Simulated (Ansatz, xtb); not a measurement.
**CH6BSi−: 6 structures ranked**

6 gas-phase structures of CH6BSi−, found in a search over its isomers (lower ones may exist). Each was relaxed with GFN2-xTB:

A. `C=[BH-][SiH3]`, a singlet
B. `[BH2-]1C[SiH2]1`, a singlet
C. `[BH2-]=C[SiH3]`, a singlet
D. `[BH3-][SiH]=C`, a singlet
E. `[BH3-]C=[SiH2]`, a singlet
F. `[BH3-]C[SiH]`, a singlet

Question: Make a reasoned guess at their ranking by r2SCAN-D4/def2-SVPD single-point energy.

Answer: Calculated order at r2SCAN-D4/def2-SVPD: C (0.0), B (4.6), A (5.7), D (9.2), F (24.4), E (25.3) kcal/mol. Less than 1 kcal/mol parts F and E, so the order within that pair means little.

Energies above the lowest of each column, in kcal/mol; the last columns are at PBE0-D3(BJ)/def2-SVPD geometries and were run for some of them only (a dash: not run or not comparable):

| structure | GFN2-xTB | HF/STO-3G | r2SCAN-D4/def2-SVPD | PBE0-D3(BJ)/def2-SVPD | CCSD(T)/def2-SVPD + ΔMP2/def2-TZVPPD |
| --- | --- | --- | --- | --- | --- |
| C | 0.0 | 4.7 | 0.0 | 0.0 | 0.0 |
| B | 10.3 | 0.0 | 4.6 | 3.1 | 8.5 |
| A | 9.8 | 7.9 | 5.7 | 3.3 | 4.9 |
| D | 10.9 | 23.6 | 9.2 | 8.6 | – |
| F | 21.5 | 12.7 | 24.4 | – | – |
| E | 24.7 | 42.7 | 25.3 | – | – |

CCSD(T)/def2-SVPD + ΔMP2/def2-TZVPPD puts C lowest of those it was run on; HF/STO-3G picks B. CCSD(T)/def2-SVPD + ΔMP2/def2-TZVPPD orders those it was run on as C (0.0), A (4.9), B (8.5) kcal/mol. Some further structures that were screened fall inside this span and aren't listed. Flexible structures stand in one conformer each, not always the lowest. Frequencies (PBE0-D3(BJ)/def2-SVPD) were run for A, B, C alone. ΔMP2 is the change of the MP2 energy from the smaller to the larger basis.

Over these structures GFN2-xTB departs from r2SCAN-D4/def2-SVPD by 2.5 kcal/mol on average once a common shift is removed. A GFN2-xTB relaxation took about 0.081 s and the r2SCAN-D4/def2-SVPD energy about 1.4 s on a shared host (Ansatz 0.2.0, xtb 6.7.1).
